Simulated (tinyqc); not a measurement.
Inside a calculation. Method: Pariser-Parr-Pople SCF with singles CI, for the molecule C1=CC=C1 (SMILES; centres numbered as the heavy atoms are written). One step of it, computed by the program tinyqc.

Question. Iteration 3: orbitals and new P. Diagonalise F (the basis is taken as orthonormal) and form P = 2 sum c c over the lowest orbitals; 0.3 of the old P is kept.

F (eV), lower triangle:
```
           1C         2C         3C         4C
1C  -7.586858
2C  -5.844303  -4.953142
3C   1.126606  -3.311173  -7.586858
4C  -3.311173  -1.126606  -5.844303  -4.953142
```

pi electrons, sum of z_r less the charge = 4

P after iteration 2, lower triangle:
```
           1C        2C        3C        4C
1C   1.383396
2C   0.830091  0.616604
3C  -0.366397  0.169749  1.383396
4C   0.169749  0.366397  0.830091  0.616604
```

Give: orbital energies; P after iteration 3.

Answer.

orbital energies (eV): -15.427  -9.790  -2.750  2.887

P after iteration 3, lower triangle:
```
        1C     2C     3C     4C
1C   1.365
2C   0.851  0.635
3C  -0.346  0.149  1.365
4C   0.149  0.346  0.851  0.635
```
